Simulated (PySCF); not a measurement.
Ligands exchanged one at a time, Al Cl-OH. Isolated molecules, 0 K electronic values unless said otherwise. One relaxed conformer stands for each flexible species; it need not be the lowest. Strings in code marks are SMILES.

These are B3LYP-D3(BJ)/def2-TZVP (PySCF 2.14.0) values and carry that method's errors. B3LYP has the VWN-RPA correlation part, as in Gaussian. Delta-SCF ions had no search for a lower state. 

| species | vertical ionisation energy (Delta-SCF) (eV) | S1 oscillator strength | LUMO (eV) | HOMO–LUMO gap (eV) |
|---|---|---|---|---|
| 0 of 3 Cl replaced by OH (`[Cl][Al]([Cl])[Cl]`) | 11.30 | 0.000 | -1.59 | 7.49 |
| 1 of 3 Cl replaced by OH (`[Cl][Al]([OH])[Cl]` (H–O–Al–Cl torsion 180°)) | 11.37 | 0.009 | -1.30 | 7.70 |
| 2 of 3 Cl replaced by OH (`[Cl][Al]([OH])[OH]` (H–O–Al–Cl torsion 0°, Cl–Al–O–H torsion 180°)) | 11.38 | 0.000 | -1.05 | 7.88 |
| 3 of 3 Cl replaced by OH | 11.27 | 0.000 | -0.80 | 7.93 |
